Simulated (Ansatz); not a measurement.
Input file for C2H4ClF (`FCCCl`):

```yaml
crystal:
  periodic: [false, false, false]
  atoms:
    - {symbol: F, position_ang: [-1.093266, 1.331173, 0.582973]}
    - {symbol: C, position_ang: [-0.072873, 0.403674, 0.656470]}
    - {symbol: C, position_ang: [-0.001685, -0.334124, -0.657542]}
    - {symbol: Cl, position_ang: [1.308523, -1.530569, -0.580671]}
    - {symbol: H, position_ang: [-0.286462, -0.283455, 1.478987]}
    - {symbol: H, position_ang: [0.862465, 0.931347, 0.858954]}
    - {symbol: H, position_ang: [0.213737, 0.347629, -1.479083]}
    - {symbol: H, position_ang: [-0.930429, -0.865664, -0.860088]}
basis:
  gaussian: {orbitals: def2-QZVPP}
correlation: {method: ccsd_t}
```

```sh
$ ansatz run in.yaml --threads 2 --pin off --events-out ev --progress --plain --max-ram 22528MiB --backend cuda --devices 0, --max-vram 18GiB
```

The program prints (abridged):

```
Functional definition: HF
2168 factors; integrals over basis functions are off by at most 8.9e-4 eV
mean field evaluation 1: about -17334.8423 eV, gradient 2.5e1 eV
mean field evaluation 2: about -17334.9623 eV, gradient 2.5e1 eV
mean field evaluation 4: about -17336.5283 eV, gradient 3.7e0 eV
mean field evaluation 8: about -17336.5598 eV, gradient 1.8e-1 eV
mean field -17336.56001484 eV, -637.1068294029 hartree, gradient 2.1e-6 eV, S^2 0.000000; 0 other end points of the search recorded, 0 dependent functions left out
8 core orbitals not correlated: weight in the atoms' cores, before any rotation towards them, 1.000 or more for the frozen orbitals, at most 0.000 for the correlated occupied ones
reference -17336.56001484 eV, -637.1068294029 hartree; 13, 13 occupied and 340, 340 virtual orbitals, 2168 factors
second order -23.09213133 eV of doubles, -0.00000000 eV of singles
cycle   1  -23.32896036 eV  change   -2.4e-1 eV  update   8.9e-2
cycle   2  -23.80260312 eV  change   -4.7e-1 eV  update   2.6e-2
cycle   3  -23.90863471 eV  change   -1.1e-1 eV  update   1.2e-2
cycle   4  -23.90017594 eV  change    8.5e-3 eV  update   2.4e-3
cycle   5  -23.89895440 eV  change    1.2e-3 eV  update   1.0e-3
cycle   6  -23.89964646 eV  change   -6.9e-4 eV  update   2.8e-4
cycle   7  -23.89963532 eV  change    1.1e-5 eV  update   9.6e-5
cycle   8  -23.89958395 eV  change    5.1e-5 eV  update   3.0e-5
cycle   9  -23.89958824 eV  change   -4.3e-6 eV  update   1.2e-5
perturbative correction -0.94755405 eV, -0.0348219690 hartree
Total energy: -17361.40715712 eV, -638.0199450399 hartree
```

Hardware: 2 threads of an AMD EPYC 7R13 on a shared host and a share of an NVIDIA H100 80 GB. Wall time 8 s, peak host memory 0.85 GiB.

MP2 recovers 92.9 % of the CCSD(T) correlation energy and the triples give 3.8 %; T1 = 0.0096.
